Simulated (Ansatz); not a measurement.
Born–Oppenheimer molecular dynamics of CH$_{5}$BO (8 atoms, charge 0, multiplicity 1). It goes on from the last frame of an earlier run, with new velocities.

Theory: Ansatz, RKS B3LYP-D4/cc-pVDZ.

* ensemble: NVT, Langevin thermostat
* time step: 0.5 fs
* steps asked: 100
* set temperature: 300 K
* friction: 0.01 /fs
* seed: 347707

First frame:

```xyz
8
Properties=species:S:1:pos:R:3
B 0.014 -0.192 -0.030
O -0.157 0.026 1.303
H -0.997 -0.339 1.728
C 1.419 0.062 -0.733
H 1.772 -0.668 -1.561
H 1.098 0.935 -1.196
H 2.358 0.071 -0.175
H -1.058 -0.344 -0.737
```

(1) How far do the bonds stretch over the last three quarters of this one trajectory? (Pairs bonded in most of those frames.)

Answers

(1) 
| bond | mean (Å) | spread (Å) | shortest | longest |
| --- | --- | --- | --- | --- |
| B1–O2 | 1.363 | 0.008 | 1.35 | 1.38 |
| B1–C4 | 1.573 | 0.028 | 1.53 | 1.62 |
| B1–H8 | 1.224 | 0.036 | 1.16 | 1.29 |
| O2–H3 | 0.967 | 0.033 | 0.92 | 1.02 |
| C4–H5 | 1.116 | 0.046 | 1.05 | 1.20 |
| C4–H6 | 1.117 | 0.055 | 1.04 | 1.21 |
| C4–H7 | 1.112 | 0.022 | 1.08 | 1.16 |

Mean temperature of the second half: 479 K. The mean temperature of the second half is 60 % above the set value. A run of 0.05 ps of so small a system gives no equilibrium averages.

Run time: 2.7 min on 1 thread of Arm Neoverse V1, with other jobs on the host, peak memory 0.11 GiB.
